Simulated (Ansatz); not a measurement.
# C₄H₄: small, medium and large basis sets

Aim: see how fast density functionals converge with the basis set for C₄H₄.

Computed with Ansatz 0.2.0, Gaussian basis. Level: one geometry, several basis sets.

Levels to be run: PBE0-D4/def2-SVP; ωB97M-V/def2-SVP; PBE0-D4/def2-QZVPP; ωB97M-V/def2-QZVPP; the functionals' def2-TZVPP values are taken from earlier runs.

## Step 1: Structure used throughout

An earlier PBE0-D4 in a triple-zeta def2 set relaxation fixed the geometry.

SMILES `C#CC=C`, 8 atoms, charge 0, spin multiplicity 1.

Atoms are counted from 1 here; the program's logs count them from 0.

Bond lengths: C1–C2 1.203 Å, C1–H5 1.064 Å, C2–C3 1.418 Å, C3–C4 1.332 Å, C3–H6 1.087 Å, C4–H7 1.083 Å, C4–H8 1.083 Å. Angles: C2–C1–H5 179.5°, C1–C2–C3 178.4°, C2–C3–C4 124.2°, C2–C3–H6 116.0°, C4–C3–H6 119.8°, C3–C4–H7 120.7°, C3–C4–H8 121.5°, H7–C4–H8 117.8°.

## Step 2: PBE0-D4 in def2-SVP

in.yaml

```yaml
crystal:
  periodic: [false, false, false]
  atoms:
    - {symbol: C, position_ang: [-1.076386, 1.576261, -0.899896]}
    - {symbol: C, position_ang: [-0.331549, 0.830154, -0.320368]}
    - {symbol: C, position_ang: [0.567331, -0.018484, 0.374039]}
    - {symbol: C, position_ang: [0.457278, -1.344944, 0.423916]}
    - {symbol: H, position_ang: [-1.740220, 2.229112, -1.415248]}
    - {symbol: H, position_ang: [1.387942, 0.475172, 0.888325]}
    - {symbol: H, position_ang: [1.177336, -1.939587, 0.972100]}
    - {symbol: H, position_ang: [-0.349534, -1.864884, -0.078468]}
basis:
  gaussian: {orbitals: def2-SVP}
hamiltonian: {xc: pbe0, dispersion: d4}
output: {orbitals: {seedname: orbitals}}
```

Command:

```console
> ansatz run in.yaml --threads 4 --pin off --events-out ev --progress --plain --max-ram 10444MiB
```

After this run come: ωB97M-V in def2-SVP; PBE0-D4 in def2-QZVPP; ωB97M-V in def2-QZVPP.

**Question.** What will the summary of the whole plan be? Wanted: PBE0-D4: double and triple zeta above quadruple; ωB97M-V: double and triple zeta above quadruple.

The runs gave:

| quantity | value |
| --- | --- |
| PBE0-D4: double and triple zeta above quadruple | 4.87, 0.23 eV |
| ωB97M-V: double and triple zeta above quadruple | 5.10, 0.21 eV |

What this shows: PBE0-D4 gains 4.64 eV from double to triple zeta, then 0.23 eV more. These are total energies; as a rule much of such shifts cancels in differences, which this series doesn't test.
